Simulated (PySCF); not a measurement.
# What builds the first ionisation energy along the third row

Calculated with PySCF 2.14 from differences of total energies of unrestricted determinants, without spin-orbit coupling. Each column adds one step, in eV (sums use unrounded values): valence MP2, valence CCSD, valence triples, then the next inner shell at CCSD(T) (Mg 2s 2p, Al 2s 2p, Si 2s 2p, P 2s 2p, Cl 2s 2p, Ar 2s 2p). References (NIST) marked * lie between the lowest fine-structure levels; the others compare directly ((s) semi-empirical, (t) theoretical).

| element | UHF | + MP2 | + CCSD | + (T) | + inner shell | sum | reference |
| --- | --- | --- | --- | --- | --- | --- | --- |
| Mg [Ne] 3s2 → [Ne] 3s1 (x2c-TZVPPall, spin-free X2C) | 6.621 | 0.590 | 0.298 | 0.000 | 0.060 | 7.570 | 7.646 |
| Al [Ne] 3s2 3p1 → [Ne] 3s2 (x2c-TZVPPall, spin-free X2C) | 5.588 | 0.219 | 0.093 | 0.031 | -0.022 | 5.909 | 5.977 |
| Si [Ne] 3s2 3p2 → [Ne] 3s2 3p1 (x2c-TZVPPall, spin-free X2C) | 7.629 | 0.403 | 0.031 | 0.038 | -0.013 | 8.087 | 8.157 |
| P [Ne] 3s2 3p3 → [Ne] 3s2 3p2 (x2c-TZVPPall, spin-free X2C) | 9.897 | 0.570 | -0.063 | 0.041 | -0.006 | 10.440 | 10.526 |
| Cl [Ne] 3s2 3p5 → [Ne] 3s2 3p4 (x2c-TZVPPall, spin-free X2C) | 11.759 | 0.944 | -0.038 | 0.037 | 0.006 | 12.707 | 12.974 |
| Ar [Ar] → [Ne] 3s2 3p5 (x2c-TZVPPall, spin-free X2C) | 14.556 | 1.115 | -0.181 | 0.040 | 0.005 | 15.535 | 15.819 |

What remains against the references is mostly basis incompleteness.

These are valence bases, so the inner-shell step is incomplete.
